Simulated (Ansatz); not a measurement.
## Scan of the F1–Si2–Si3–H5 dihedral angle

Si$_{2}$H$_{4}$F (SMILES F[SiH][SiH3]), doublet, at its PBE0-D4/def2-TZVP minimum:

```
7
angstrom
F -0.4360 -2.0045 1.2769
Si -0.2845 -1.3616 -0.1917
Si 0.4657 0.8520 -0.0650
H -1.6061 -1.5164 -0.8690
H 0.5413 1.3524 -1.4637
H -0.4401 1.7308 0.7250
H 1.8211 0.8792 0.5419
```

The dihedral angle F1–Si2–Si3–H5 (-178.8° at the minimum) is set to the values below, with the rest relaxed at PBE0-D4/def2-TZVP at each step (the four atoms are held in place, so their three bonds and two angles keep the values of the minimum). Each method's energies count from its own value at the PBE0-D4 minimum structure. Ansatz 0.2.0; basis: def2-TZVPP; cores frozen in the correlated methods; orbitals are unrestricted. B3LYP uses VWN-RPA correlation.

| dihedral angle (°) | CCSD(T) (eV) | PBE-D4 (eV) | wB97M-V (eV) |
| --- | --- | --- | --- |
| -168.6 | 0.0029 | 0.0026 | 0.0025 |
| -155.2 | 0.0144 | 0.0134 | 0.0132 |
| -141.9 | 0.0308 | 0.0292 | 0.0288 |
| -128.6 | 0.0459 | 0.0441 | 0.0434 |
| -115.2 | 0.0532 | 0.0522 | 0.0509 |
| -101.9 | 0.0497 | 0.0500 | 0.0481 |
| -88.6 | 0.0380 | 0.0395 | 0.0373 |
| -75.2 | 0.0244 | 0.0265 | 0.0244 |
| -61.9 | 0.0156 | 0.0175 | 0.0158 |

Largest difference from the CCSD(T) curve over the scan: r2SCAN-D4 0.0010; PBE0-D4 0.0021; B3LYP-D4 0.0014; HF 0.0019 eV. Each curve counts from its own value at the minimum.

T1 diagnostic: at most 0.016. ⟨S²⟩ of the unrestricted Hartree–Fock references: 0.76 (a pure state has 0.75).

For scale, one of the runs: CCSD(T)/def2-TZVPP, 171 basis functions (an equivalent command: `ansatz run in.yaml --threads 4`). The run took 55 s on 4 CPU threads (shared host), with 3.3 GiB of host memory at its peak.
